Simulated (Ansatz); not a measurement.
Cubic perovskite BaTiO₃ (cubic high-temperature phase), treated with PBE-D3(BJ) (Ansatz, a program for electronic structure, plane waves, PAW).

Numerical settings: plane-wave cutoff 520 eV, 8×8×8 k mesh, Fermi–Dirac smearing 0.01 eV, no spin polarisation, scalar-relativistic PAW data made under PBE.

Energies at three volumes about the minimum:

```
V (Å³/atom)  E − E_lowest (meV/atom)
-----------  -----------------------
12.471                          2.81
12.726                          0.00
12.980                          2.61
```

Task: Fit a parabola by hand: where is the minimum, what lattice constant follows, and what is the bulk modulus?

Result: Slopes: (0.00 − 2.81)/(12.726 − 12.471) = -11.020 and (2.61 − 0.00)/(12.980 − 12.726) = 10.276 meV/Å³. Curvature E″ = 2 × (10.276 − (-11.020))/(12.980 − 12.471) = 83.678 meV/Å⁶. From the middle of the first interval, the slope vanishes at V0 = 12.5985 − (-11.020)/83.678 = 12.730 Å³/atom. B = V0 E″ = 12.730 × 83.678 meV/Å³ × 0.1602 GPa per meV/Å³ = 171 GPa. With 5 atoms in the cube, a = (5 × 12.730)^(1/3) = 3.993 Å. The full Birch–Murnaghan fit to all volumes gives V0 = 12.726 Å³/atom and B0 = 171 GPa.

Measured, for comparison: bulk modulus 162 GPa (temperature not stated, not corrected to a static lattice, our sources range from 162 to 173; as tabulated in Matsushita et al. (2011), arXiv:1104.2769). Computed (rounded) less measured: bulk modulus +6 % (inside the range of the sources held).

Note: the relaxation could not lower the start's symmetry, so the cell can be a saddle point above a distorted one.
